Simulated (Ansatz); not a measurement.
Compare A (`CC1=CCC=C1`) with its isomer B (`C=C1CCC1=C`).

Program: Ansatz. Geometries: PBE0-D4/def2-TZVP. ΔE: electronic, gas phase. CBS: MP2 limit from def2 TZ/QZ plus the TZ coupled-cluster correction, frozen cores. DFT in def2-TZVPP. B3LYP here is the variant with VWN-RPA as its local correlation; programs differ in this.

A:

Z-matrix (Å, degrees):
```
C
C 1 1.487
H 1 1.094 2 111.1
H 1 1.095 2 111.1 3 -118.7
H 1 1.091 2 111.4 3 120.6
C 2 1.344 1 128.0 3 -120.3
C 2 1.466 1 123.8 3 59.6
C 6 1.492 2 109.8 1 180.0
H 6 1.082 2 126.1 1 -0.0
C 7 1.340 2 109.8 1 -180.0
H 7 1.084 2 124.1 1 0.0
H 8 1.098 6 112.2 2 120.5
H 8 1.098 6 112.2 2 -120.5
H 10 1.081 7 126.8 2 180.0
```

B:

Z-matrix (Å, degrees):
```
C
C 1 1.518
C 1 1.554 2 88.5
H 1 1.092 2 114.6 3 -116.7
H 1 1.092 2 114.6 3 116.8
C 2 1.327 1 134.0 3 -179.9
C 2 1.475 1 91.5 3 0.1
H 3 1.092 1 114.8 2 -116.6
H 3 1.092 1 114.8 2 116.5
H 6 1.085 2 121.3 1 180.0
H 6 1.084 2 121.4 1 -0.0
C 7 1.327 2 134.5 1 179.9
H 12 1.084 7 121.4 2 -180.0
H 12 1.085 7 121.3 2 0.0
```

Task: Which isomer does CCSD(T)/CBS put lower? Give the gap. (Best estimate.)

Result: The calculation gave: A, by 114.8 kJ/mol.

Task: Give E(B) − E(A) in kJ/mol with B3LYP-D4, MP2/def2-TZVPP, ωB97M-V, CCSD(T)/def2-TZVPP, CCSD(T)/def2-SVP, B2PLYP, B3LYP. (Best estimate.)

Result: Computed: B3LYP-D4 106.4, MP2/def2-TZVPP 124.0, ωB97M-V 112.3, CCSD(T)/def2-TZVPP 112.9, CCSD(T)/def2-SVP 112.9, B2PLYP 112.3, B3LYP 105.3. None reverses the order clearly.

Task: Does the order hold for the free energy at 298.15 K (harmonic terms from PBE0-D4)? (Best estimate.)

Result: The calculation gave: Yes: G(B) − G(A) = +110.5 kJ/mol. Modes under 60 cm⁻¹, often nearly free rotors, make the harmonic entropy too high.

Largest T1 diagnostic: 0.011.

From r2SCAN to r2SCAN0 (25 % exact exchange), in def2-TZVPP and without D4, E(B) − E(A) moves by +3.8 kJ/mol. Leaving LDA and LC-ωPBE aside and taking each functional with its dispersion term where it has one, the values, not all of them listed here, spread over 21.0 kJ/mol, from BLYP-D4 to PBE-QIDH. LDA lies +15.7 kJ/mol from PBE without D4.
